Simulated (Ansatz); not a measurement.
in.yaml

```yaml
crystal:
  periodic: [false, false, false]
  atoms:
    - {symbol: C, position_ang: [0.006747, -0.000246, 0.010325]}
    - {symbol: H, position_ang: [0.370563, 0.733604, 0.747152]}
    - {symbol: H, position_ang: [-0.320322, -0.702123, 0.704767]}
    - {symbol: H, position_ang: [-0.411121, 0.726333, -0.766551]}
    - {symbol: H, position_ang: [0.280486, -0.754885, -0.808404]}
basis:
  gaussian: {orbitals: 6-31G}
total_charge: 1
magnetization: {spin_polarized: false, initial_magnetization: 1}
correlation: {method: fci, electrons: outside_noble_gas}
```

```sh
$ ansatz run in.yaml --threads 1 --pin off --events-out ev --progress --plain --max-ram 2393MiB
```

Log:

```
388 factors; integrals over basis functions are off by at most 6.7e-8 eV
mean field evaluation 1: about -1080.2027 eV, gradient 1.9e1 eV
mean field evaluation 2: about -1080.2005 eV, gradient 1.9e1 eV
mean field evaluation 4: about -1081.1171 eV, gradient 7.9e-1 eV
mean field evaluation 8: about -1081.1186 eV, gradient 2.4e-6 eV
mean field -1081.11856063 eV, -39.7303742948 hartree, gradient 4.4e-6 eV, S^2 0.750000; 0 other end points of the search recorded, 0 dependent functions left out
mean field evaluation 16: about -1081.1420 eV, gradient 6.9e-3 eV
1 core orbitals not correlated: weight in the atoms' cores, before any rotation towards them, 1.000 or more for the frozen orbitals, at most 0.000 for the correlated occupied ones
reference -1081.11856063 eV, -39.7303742948 hartree; 4, 3 occupied and 12, 13 virtual orbitals, 388 factors
state -1083.92521713 eV, -39.8335170188 hartree
Total energy: -1083.92521713 eV, -39.8335170188 hartree
```

Natural occupations: 1.9787 1.9659 1.9636 0.9953 0.0263 0.0202 0.0179 0.0162 0.0047 0.0037 0.0033 0.0025 0.0005 0.0005 0.0004 0.0004.

Ran on 1 thread of Arm Neoverse V1, shared host: 4.2 s wall, 0.16 GiB peak host memory.
